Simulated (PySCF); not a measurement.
**H₄SeS, a complex of two parts: interaction energy**

One table from this session's results is given with a row withheld; the runs are named, their logs left out.

Programs: PySCF 2.14.0. All values are calculated, for the isolated system unless a continuum is named. Atoms count from 0, parts from 1.

## The system as given

6 atoms, charge 0, multiplicity 1; geometry: GFN2-xTB. Parts: 1 = atoms 0–2, `S`, charge 0; 2 = atoms 3–5, `[SeH2]`, charge 0.

The first run:

Job settings and geometry (Å):

```
{"job": {"xc": "PBE0", "basis": "def2-TZVPD", "d3": "d3bj", "grid": 3, "kind": "geom", "shake": 0.01}, "charge": 0, "multiplicity": 1, "parts": [{"atoms": "0-2", "charge": 0, "multiplicity": 1}, {"atoms": "3-5", "charge": 0, "multiplicity": 1}]}
S     -0.294438     0.599095    -0.041048
H     -0.568626    -0.486250     0.643368
H      0.974424     0.402069    -0.044790
Se     0.054908    -1.943463    -2.952634
H     -0.376018    -0.775002    -2.231843
H     -1.304116    -2.105473    -3.482253
```

Command:

```
OMP_NUM_THREADS=1 python cluster_run.py task.json out
```

The driver reads the jobs from task.json and runs them one after another.

Steps of the session up to this table: Geometry optimisation at PBE0-D3(BJ)/def2-TZVPD; Coupled-cluster interaction energy: CCSD(T) and MP2, 2.75 Å; Coupled-cluster interaction energy: CCSD(T) and MP2, 2.89 Å; Coupled-cluster interaction energy: CCSD(T) and MP2, 3.03 Å; Coupled-cluster interaction energy: CCSD(T) and MP2, 2.62 Å; Coupled-cluster interaction energy: CCSD(T) and MP2, 3.44 Å; Coupled-cluster interaction energy: CCSD(T) and MP2, 2.48 Å; Coupled-cluster interaction energy: CCSD(T) and MP2, 4.13 Å; Coupled-cluster interaction energy: CCSD(T) and MP2, 5.51 Å.

One of the session's tables, all rows but one given; the rest of the session is left out.

It belongs to the step «Coupled-cluster interaction energy: CCSD(T) and MP2, 5.51 Å». 

| method | interaction energy (kcal/mol) |
| --- | --- |
| HF/aug-cc-pVDZ | ? |
| MP2/aug-cc-pVDZ | -0.174 |
| CCSD/aug-cc-pVDZ | -0.151 |
| CCSD(T)/aug-cc-pVDZ | -0.158 |
| HF/aug-cc-pVQZ | -0.111 |
| MP2/aug-cc-pVQZ | -0.175 |
| SCS-MP2/aug-cc-pVQZ | -0.155 |
| MP2, extrapolated | -0.177 |
| CCSD(T), limit estimate | -0.161 |

**Question.** Estimate the row for HF/aug-cc-pVDZ.

As computed: interaction energy (kcal/mol): -0.122. In the column «interaction energy (kcal/mol)» it lies between CCSD/aug-cc-pVDZ (-0.151) and HF/aug-cc-pVQZ (-0.111).
